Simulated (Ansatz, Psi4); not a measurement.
Heat of formation of Cl2 (chlorine) from total energies

The species is Cl2 (2 atoms), meant as a singlet with charge 0. SMILES: `ClCl`. The shape is that of a PBE0-D4/def2-TZVP optimisation.

```xyz
2

Cl    0.8457   -0.2816    0.4336
Cl   -0.8457    0.2816   -0.4336
```

Total energies at M06-L/aug-cc-pVTZ (Psi4 1.11); the atoms run unrestricted:

```tsv
species	state	energy (Eh)
Cl2	singlet	-920.389196
Cl	doublet	-460.146411
```

Harmonic wavenumbers at PBE0-D4/def2-TZVP, in cm⁻¹: 575.

Measured heats of formation of the gaseous atoms at 298.15 K, in kJ/mol: Cl 121.3. Spin-orbit lowering of the atoms at 298 K (mean of the ground term's levels less their thermal mean, from spectra), in kJ/mol: Cl 3.44. Take 1 Eh = 2625.50 kJ/mol, 1 cm⁻¹ = 0.0119627 kJ/mol, RT = 2.479 kJ/mol.

Task: Work out the heat of formation of the gas at 298 K.

Result: 
1. Electronic atomisation energy: 2 × (-460.146411) − (-920.389196) = 0.096374 Eh = 253.0 kJ/mol.
2. Zero-point energy: half the sum of the wavenumbers, 287.5 cm⁻¹ = 3.4 kJ/mol.
3. Thermal vibrational enthalpy, Σ hcν̃/(exp(hcν̃/kT) − 1): 0.5 kJ/mol. Translation, rotation and pV of a linear molecule: 3.5 RT = 8.7 kJ/mol.
4. The 2 free atoms carry 5/2 RT each: 12.4 kJ/mol.
5. Spin-orbit coupling lowers the free atoms by 2 × 3.44 = 6.9 kJ/mol.
6. Atomisation enthalpy at 298 K: 253.0 − 6.9 − 3.4 − 0.5 − 8.7 + 12.4 = 245.9 kJ/mol.
7. Sum of the atoms' heats of formation: 242.6 kJ/mol. Heat of formation: 242.6 − 245.9 = -3.3 kJ/mol.

The tabulated value is 0.0 kJ/mol (Active Thermochemical Tables), so this level is off by -3.3 kJ/mol, or 1.4 % of the atomisation enthalpy that the table implies (242.6 kJ/mol). Anharmonicity and any spin-orbit splitting of the molecule are left out.
